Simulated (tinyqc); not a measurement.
Hueckel theory of the pi electrons, for the molecule C=CC=CC=C (SMILES; centres numbered as the heavy atoms are written), step by step. One step of it, computed by the program tinyqc.

Problem. Energy, charges, bond orders. E = sum n x; q_r = z_r - P_rr; bond order p = P_rs; free valence = sqrt(3) - sum of p over the bonds of the atom.

x values: 1.801938  1.246980  0.445042  -0.445042  -1.246980  -1.801938

occupations: 2.000000  2.000000  2.000000  0.000000  0.000000  0.000000

charge and bond-order matrix P, lower triangle:
```
           1C         2C         3C        4C        5C        6C
1C   1.000000
2C   0.871119   1.000000
3C   0.000000   0.483435   1.000000
4C  -0.387685   0.000000   0.784851  1.000000
5C   0.000000  -0.086268   0.000000  0.483435  1.000000
6C   0.301417   0.000000  -0.387685  0.000000  0.871119  1.000000
```

Centres:
```
centre  z_r, pi electrons of the neutral centre         h
1C                                            1  0.000000
2C                                            1  0.000000
3C                                            1  0.000000
4C                                            1  0.000000
5C                                            1  0.000000
6C                                            1  0.000000
```

Bonds:
```
i  j  k
1  2  1
2  3  1
3  4  1
4  5  1
5  6  1
```

Give: pi energy = 6 alpha + this times beta; pi charges; Bond orders and lengths from R = 1.517 - 0.180 p; free valence of the carbons; gap between the highest filled and the next level.

Solution.

pi energy = 6 alpha + this times beta = 6.9879

pi charges: 1C 0.0000, 2C 0.0000, 3C 0.0000, 4C 0.0000, 5C 0.0000, 6C 0.0000

Bond orders and lengths from R = 1.517 - 0.180 p (angstrom, C-C alone):
```
bond       p       R
1-2   0.8711  1.3602
2-3   0.4834  1.4300
3-4   0.7849  1.3757
4-5   0.4834  1.4300
5-6   0.8711  1.3602
```

free valence of the carbons: 1C 0.8609, 2C 0.3775, 3C 0.4638, 4C 0.4638, 5C 0.3775, 6C 0.8609

gap between the highest filled and the next level = 0.8901 |beta|
